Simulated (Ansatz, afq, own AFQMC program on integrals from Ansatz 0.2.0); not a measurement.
Integrals from Ansatz 0.2.0, then the random walk in our own AFQMC program (afq).

```yaml
crystal:
  periodic: [false, false, false]
  atoms:
    - {symbol: Si, position_ang: [0.000000, 0.000000, 0.000000]}
    - {symbol: O, position_ang: [0.000000, 0.000000, 1.508831]}
basis:
  gaussian: {orbitals: cc-pVQZ}
magnetization: {spin_polarized: false}
correlation: {method: ccsd_t, electrons: outside_noble_gas, hamiltonian_folder: ham}
```

```sh
$ ansatz run in.yaml --threads 1 --pin off --events-out ev --progress --plain --max-ram 15360MiB --backend cuda --devices 0, --max-vram 18GiB
```

afq runs on the folder ham with

```
--method free --trial cisd --walkers 800 --time-step 0.03 --max-blocks 4000 --target-error 0.00038 --factor-cut 1e-05 --seed 8263 --times 0,0.21,0.42,0.81,1.2,1.8,2.4,3 --taylor-order 8
```

Times are imaginary, in 1/Eh. The walk had a cap of 112 s.

afq prints:

```
orbitals 108  electrons 5 5  factors 698 of 698
reference energy -363.85061816 Eh
CCSD correlation -0.35892956 Eh in 12 cycles, weight of the determinant in the CISD state 0.8710
repeat  energy at the last time / Eh  error
    10  -364.228958  0.001245
    20  -364.228846  0.000886
    30  -364.229702  0.000691
    40  -364.229726  0.000693
    50  -364.229582  0.000622
    60  -364.229378  0.000531
    70  -364.229791  0.000502
    80  -364.229737  0.000457
    90  -364.229956  0.000428
   100  -364.230017  0.000429
   110  -364.230057  0.000404
time / (1/Eh)  energy / Eh  error  mean overlap
  0.00  -364.209241  0.000165  1.1477
  0.21  -364.221094  0.000153  1.1412
  0.42  -364.224803  0.000125  1.1368
  0.81  -364.227501  0.000172  1.1365
  1.20  -364.228863  0.000207  1.1254
  1.80  -364.229505  0.000243  1.1208
  2.40  -364.230255  0.000326  1.1185
  3.00  -364.230051  0.000385  1.1174
energy -364.230051 +/- 0.000385 Eh
```

The run passed its tests (error under three times the target), which doesn't prove that it has relaxed, ending at its cap on processor time.

Against this walk (error 10.5 meV) on the same determinant: CCSD(T) 29.1 meV higher, CCSDT(Q) 19.4 meV lower (within the noise). The error is statistical, and a free projection of finite length keeps a remainder of its start. None of these is a sure reference here.

Cautions: remainder of the start not in the error; raised T1 diagnostic (T1 0.025, weight of the determinant 0.87, largest double 0.06).

The walk took 1.9 min on 2 threads of a server CPU with a shared H100 80 GB, shared host (the card was shared). The log's last line is the free-projection energy.

CCSDT and higher add their correlation energy to the determinant of the CCSD(T) run, since their own runs factorise the integrals more tightly (a shift of under 2 meV). A walk keeps the symmetry of its determinant, which the program's search chose and which needn't be the lowest solution, so a lower state of the same spin and another symmetry isn't excluded.
